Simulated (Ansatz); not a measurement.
# Worked example: Al–Al–OH, sextet against Al–Al–OH, quartet

Geometry (PBE0/def2-TZVP stationary point of a quartet), kept for both states (Al–Al–OH, quartet: Σ⁻; Al–Al–OH, sextet: Σ⁻):

| atom | x (Å) | y (Å) | z (Å) |
| --- | --- | --- | --- |
| Al | 0.0000 | 0.0000 | -2.8185 |
| Al | 0.0000 | 0.0000 | -0.4741 |
| O | 0.0000 | 0.0000 | 1.1734 |
| H | 0.0000 | 0.0000 | 2.1192 |

Basis cc-pVDZ; Ansatz 0.2.0. Only valence electrons are correlated (noble-gas cores frozen). Prefix R: restricted or restricted open-shell reference; prefix U: unrestricted.

Full CI isn't at hand for all of this; UCCSDT(Q) serves as the reference, and is uncertain by about the last step of the cluster series.

```tsv
level	E(Al–Al–OH, quartet) (hartree)	E(Al–Al–OH, sextet) (hartree)
UHF	-559.261947	-559.060012
UMP2	-559.525513	-559.300449
UCCSD(T)	-559.555228	-559.321663
PBE0	-560.324787	-560.088010
UCCSDT(Q)	-559.557533	-559.323295
```

Q: Give the vertical gap, Al–Al–OH sextet less Al–Al–OH quartet, at each level in eV (1 hartree = 27.2114 eV), and each error against UCCSDT(Q).

A: UCCSDT(Q): (-559.323295 − (-559.557533)) × 27.2114 = 6.374 eV (the reference)
PBE0: (-560.088010 − (-560.324787)) × 27.2114 = 6.443 eV, error 0.069 eV
UCCSD(T): (-559.321663 − (-559.555228)) × 27.2114 = 6.356 eV, error -0.018 eV
UMP2: (-559.300449 − (-559.525513)) × 27.2114 = 6.124 eV, error -0.250 eV
UHF: (-559.060012 − (-559.261947)) × 27.2114 = 5.495 eV, error -0.879 eV

Total energies of functionals can't be set beside those of wave-function methods, since they hold the core's correlation and their own absolute errors; only the differences compare.

In so small a basis the reference is far from its limit while semilocal and hybrid functionals are nearer theirs, so the functionals' errors here hold much of the reference's basis and frozen-core error, which can add to them or hide them.

Each level lands on the state that its own search finds. T1 diagnostics of restricted CCSD: 0.028 and 0.022.
